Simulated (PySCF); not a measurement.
Compound: C4H7F.
InChI=1S/C4H7F/c1-3-4(2)5/h3-4H,1H2,2H3/t4-/m0/s1

Theory: TDDFT CAM-B3LYP/def2-SVPD, vertical, gas phase, core orbitals frozen in the response in PySCF. One conformer (not necessarily the lowest) at the GFN2-xTB geometry, without solvent, vibrations or thermal averaging. Torsions of this conformer, `[CH2:1]=[CH:2][C@H:3]([CH3:4])[F:5]`: C1–C2–C3–C4 115°.

Orbital energies (eV): HOMO-3 -12.24, HOMO-2 -11.37, HOMO-1 -10.91, HOMO -9.10, LUMO 1.16, LUMO+1 1.53, LUMO+2 2.12.

Lowest singlets, with some entries withheld (?).

```tsv
state	ν̃ (cm⁻¹)	f	main configurations (H = HOMO, L = LUMO)
S1	59970	0.089	H→L+1 (44%), H→L (42%)
S2	61430	0.397	H→L (52%), H→L+1 (44%)
S3	65420	0.0021	H-1→L (70%), H-1→L+1 (16%)
S4	66390	0.014	H→L+2 (81%), H→L+3 (9%)
S5	69690	0.0070	H→L+4 (79%)
S6	71240	0.027	H→L+3 (77%)
S7	?	?	?
S8	?	?	?
```

(1) Fill in the withheld entries.

(2) How far apart are S2 and S8, in eV and cm⁻¹?

(3) Where do the lowest triplets lie (Tamm–Dancoff)?

(4) What is the mean static polarisability from the same response equations?

Results:

(1) 
- S7: ν̃ = 74140 cm⁻¹; f = 0.0027; H-3→L (30%), H-2→L (25%), H-1→L (14%)
- S8: ν̃ = 74900 cm⁻¹; f = 0.0080; H-1→L+1 (57%), H-2→L (23%)

(2) 9.286 − 7.617 = 1.669 eV, or about 13460 cm⁻¹.

(3) T1 4.52 eV, H→L (68%), H→L+1 (22%); T2 7.30 eV, H→L+1 (68%), H→L (16%); T3 7.66 eV, H-1→L (65%), H-1→L+1 (17%). E(S1) − E(T1) = +2.92 eV.

(4) 50.9 au (7.54 Å³), with principal values 42.7, 46.6 and 63.2 au.
